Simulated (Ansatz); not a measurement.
## BH3Cl− (SMILES [BH3-]Cl): the energy, rung by rung

BH3Cl−: 5 atoms, total charge -1, spin state singlet. SMILES: `[BH3-]Cl`. The shape is that of a GFN2-xTB optimisation.

```xyz
5

B     0.0824   -0.0479    0.1359
Cl   -0.8459    0.4965   -1.3970
H     1.2231   -0.2546   -0.2031
H    -0.4601   -1.0514    0.5327
H     0.0005    0.8574    0.9314
```

Each level gives the energy change with the B1–H5 bond stretched from 1.208 to 1.510 Å (eV). The values are calculated.

```
                      level                    kind  program  value (eV)  less FCI/STO-3G
   BLYP/STO-3G (restricted)                     GGA   Ansatz        0.84            -0.05
 revPBE/STO-3G (restricted)                     GGA   Ansatz        0.85            -0.04
 r2SCAN/STO-3G (restricted)                meta-GGA   Ansatz        0.95            +0.06
  HSE06/STO-3G (restricted)  range-separated hybrid   Ansatz        0.99            +0.10
wB97M-V/STO-3G (restricted)  range-separated hybrid   Ansatz        0.99            +0.10
    MP2/STO-3G (restricted)     perturbation theory   Ansatz        1.00            +0.11
  CCSDT/STO-3G (restricted)   coupled cluster or CI   Ansatz        0.89             0.00
 CCSDTQ/STO-3G (restricted)   coupled cluster or CI   Ansatz        0.89             0.00
                 FCI/STO-3G      exact in the basis   Ansatz        0.89             0.00
```

FCI/STO-3G is exact within its basis and frozen core, so for wave-function methods in that basis the difference is their error; functionals converge differently with the basis, so for them it is only a difference. Sets without diffuse functions describe the anion poorly. The first shape isn't each level's own minimum. The values span 0.84 to 1.00 eV. All rows use very small basis sets, so even the best lies far from the true value.
